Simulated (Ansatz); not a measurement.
# Si₂H₂ (triplet): the correlation ladder, cc-pVDZ

Aim: climb from Hartree-Fock through coupled cluster and multireference methods for Si₂H₂ (triplet) at one geometry and basis, and see what each rung misses.

Computed with Ansatz 0.2.0, Gaussian basis. Level: cc-pVDZ, core rule «outside noble gas», up to 10 orbitals frozen.

The runs, in order: UHF; CCSD(T) on ROHF; CCSD(T) on UHF; BCCD(T) on ROHF; CISD; CCSDT(Q) on ROHF; CCSDT(Q) on UHF; CCSDTQ on ROHF; CASSCF and MRCISD+Q, 10 electrons in 10 orbitals; CASSCF and NEVPT2, 10 electrons in 10 orbitals.

4 further runs of the same task are left out: 4 set aside as unsound or not needed.

## Step 1: The system

The geometry is a PBE0/def2-TZVP stationary point (not a proven minimum) of the parent state, kept for this charge and spin.

4 atoms, charge 0, spin multiplicity 3.

Atoms are counted from 1 here; the program's logs count them from 0.

Bond lengths: Si1–Si2 2.193 Å, Si1–H3 1.488 Å, Si1–H4 1.488 Å. Angles: Si2–Si1–H3 123.8°, Si2–Si1–H4 123.8°, H3–Si1–H4 112.4°.

## Step 2: UHF

in.yaml

```yaml
crystal:
  periodic: [false, false, false]
  atoms:
    - {symbol: Si, position_ang: [0.000000, 0.000000, 1.029969]}
    - {symbol: Si, position_ang: [0.000000, 0.000000, -1.163327]}
    - {symbol: H, position_ang: [0.000000, 1.236053, 1.857961]}
    - {symbol: H, position_ang: [0.000000, -1.236053, 1.857961]}
basis:
  gaussian: {orbitals: cc-pVDZ}
magnetization: {spin_polarized: true, initial_magnetization: 2}
hamiltonian: {xc: hf}
output: {orbitals: {seedname: orbitals}}
```

On the command line:

```
$ ansatz run in.yaml --threads 1 --pin off --events-out ev --progress --plain --max-ram 4096MiB --backend cpu
```

Further steps of the session: CCSD(T) on ROHF; CCSD(T) on UHF; BCCD(T) on ROHF; CISD; CCSDT(Q) on ROHF; CCSDT(Q) on UHF; CCSDTQ on ROHF; CASSCF and MRCISD+Q, 10 electrons in 10 orbitals; CASSCF and NEVPT2, 10 electrons in 10 orbitals.

**Question.** What will the summary of the whole plan be? Wanted: RCCSDTQ below the RHF energy; RMP2 from RCCSDTQ; UMP2 from RCCSDTQ; RCCSD from RCCSDTQ; RCCSD(T) from RCCSDTQ; UCCSD(T) from RCCSDTQ; RCCSDT(Q) from RCCSDTQ; UCCSDT(Q) from RCCSDTQ; NEVPT2 valence from RCCSDTQ.

As calculated:

| quantity | value |
| --- | --- |
| RCCSDTQ below the RHF energy | -5.4296 eV |
| RMP2 from RCCSDTQ | +28.41 kcal/mol |
| UMP2 from RCCSDTQ | +29.26 kcal/mol |
| RCCSD from RCCSDTQ | +4.96 kcal/mol |
| RCCSD(T) from RCCSDTQ | +1.11 kcal/mol |
| UCCSD(T) from RCCSDTQ | +1.11 kcal/mol |
| RCCSDT(Q) from RCCSDTQ | +0.03 kcal/mol |
| UCCSDT(Q) from RCCSDTQ | +0.02 kcal/mol |
| NEVPT2 valence from RCCSDTQ | +23.73 kcal/mol |
| MRCISD+Q valence from RCCSDTQ | +0.73 kcal/mol |
| levels within 1 kcal/mol (43 meV) | RCCSDT, UCCSDT, RCCSDT(Q), UCCSDT(Q), MRCISD+Q valence |
| T1 diagnostic | 0.020 |
| effectively unpaired electrons | 2.04 |

What this shows: RCCSD(T) lands +1.11 kcal/mol from the yardstick (0.9 % of the correlation energy). One determinant dominates. Of the multireference levels listed MRCISD+Q valence comes nearest in total energy (+0.73 kcal/mol), which doesn't show that its space is the better one. These misses are within one basis, not against nature; the frozen cores of restricted and unrestricted runs differ, which can shift their rows.
